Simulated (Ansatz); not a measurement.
Relaxation of H3O2Si (6 atoms, charge 0, multiplicity 2), to a largest force component of 0.015 eV/Å in at most 40 steps.

Level of theory: Ansatz, UHF/def2-SVP.

```xyz
6
Properties=species:S:1:pos:R:3
O -1.023 -0.629 -0.232
Si 0.439 0.069 -0.519
O 1.249 -0.054 0.877
H -1.666 -0.722 -0.926
H 0.240 1.463 -0.900
H 0.761 -0.127 1.700
```

Q: Where does it end, and by what steps?

A: It converged. After 17 steps the energy has fallen by 0.062 eV; H6 moved furthest, 0.41 Å.

```json
{"step": "0", "energy less start (eV)": "0.0000", "largest force component (eV/Å)": "1.446", "accepted": "yes"}
{"step": "1", "energy less start (eV)": "-0.0275", "largest force component (eV/Å)": "0.512", "accepted": "yes"}
{"step": "2", "energy less start (eV)": "-0.0328", "largest force component (eV/Å)": "0.064", "accepted": "yes"}
{"step": "3", "energy less start (eV)": "-0.0341", "largest force component (eV/Å)": "0.045", "accepted": "yes"}
{"step": "4", "energy less start (eV)": "-0.0353", "largest force component (eV/Å)": "0.404", "accepted": "yes"}
{"step": "5", "energy less start (eV)": "-0.0346", "largest force component (eV/Å)": "0.309", "accepted": "no"}
{"step": "6", "energy less start (eV)": "-0.0420", "largest force component (eV/Å)": "0.242", "accepted": "yes"}
{"step": "7", "energy less start (eV)": "-0.0473", "largest force component (eV/Å)": "0.188", "accepted": "yes"}
{"step": "8", "energy less start (eV)": "0.0763", "largest force component (eV/Å)": "2.075", "accepted": "no"}
{"step": "9", "energy less start (eV)": "-0.0542", "largest force component (eV/Å)": "0.085", "accepted": "yes"}
{"step": "10", "energy less start (eV)": "-0.0493", "largest force component (eV/Å)": "0.651", "accepted": "no"}
{"step": "11", "energy less start (eV)": "-0.0573", "largest force component (eV/Å)": "0.074", "accepted": "yes"}
{"step": "12", "energy less start (eV)": "-0.0586", "largest force component (eV/Å)": "0.182", "accepted": "yes"}
{"step": "13", "energy less start (eV)": "-0.0601", "largest force component (eV/Å)": "0.083", "accepted": "yes"}
{"step": "14", "energy less start (eV)": "-0.0612", "largest force component (eV/Å)": "0.073", "accepted": "yes"}
{"step": "15", "energy less start (eV)": "-0.0618", "largest force component (eV/Å)": "0.031", "accepted": "yes"}
{"step": "16", "energy less start (eV)": "-0.0617", "largest force component (eV/Å)": "0.035", "accepted": "no"}
{"step": "17", "energy less start (eV)": "-0.0619", "largest force component (eV/Å)": "0.004", "accepted": "yes"}
```

```xyz
6
Properties=species:S:1:pos:R:3
O -1.167 -0.473 -0.220
Si 0.367 0.099 -0.454
O 1.073 0.242 1.023
H -1.646 -0.857 -0.937
H 0.380 1.452 -1.059
H 0.993 -0.463 1.647
```

The run took 13 s on 1 CPU thread of a shared host.
